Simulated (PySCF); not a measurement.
Compound: C3H2FN2 (charge -1).
Numbering: `[F:1][c:2]1[cH:3][n-:4][cH:5][n:6]1`

NICS is the negative of the GIAO shielding at a point without a nucleus: at the ring centre (0) and 1 Å above and below it (1); zz is the component along the ring normal. Level: GIAO PBE0/pcSseg-1 (PySCF, non-relativistic, gas phase) on the GFN2-xTB geometry, one conformer.

Ring bond lengths (Å), with Mayer bond orders in brackets: C2–C3 1.371 (1.47), C3–N4 1.363 (1.35), N4–C5 1.330 (1.54), C5–N6 1.337 (1.43), N6–C2 1.346 (1.46).

Problem. What do the NICS probes read (ppm)?

Solution. 
```csv
ring,type,NICS(0),"NICS(1), two faces","NICS(1)zz, two faces",rms pucker (Å),"centre to ring atoms, mean (Å)"
C2–C3–N4–C5–N6,5-membered ring with 2 N; formal bonds all aromatic,-13.9,-11.5 / -11.5,-31.4 / -31.4,0.00,1.15
```

Problem. What can be read from them?

Solution. 
- C2–C3–N4–C5–N6: mean NICS(1)zz -31.4 ppm, shielded. The ring is flat and has no four-coordinate atom; by the NICS criterion it is aromatic.

Problem. And the bond-length index? HOMA takes Krygowski's 1993 parameters.

Solution. 
- C2–C3–N4–C5–N6: HOMA 0.97; the largest term is that of C2–C3, α(R − Ropt)² = 0.08. The geometric and the magnetic index point the same way.

Problem. List the ring angles and the Hirshfeld charges of the ring atoms.

Solution. 
- C2–C3–N4–C5–N6: C2 111.5° (+0.014 e), C3 107.3° (-0.150 e), N4 103.3° (-0.310 e), C5 116.5° (-0.065 e), N6 101.4° (-0.320 e); sum 540.0° against 540° for a flat convex ring.
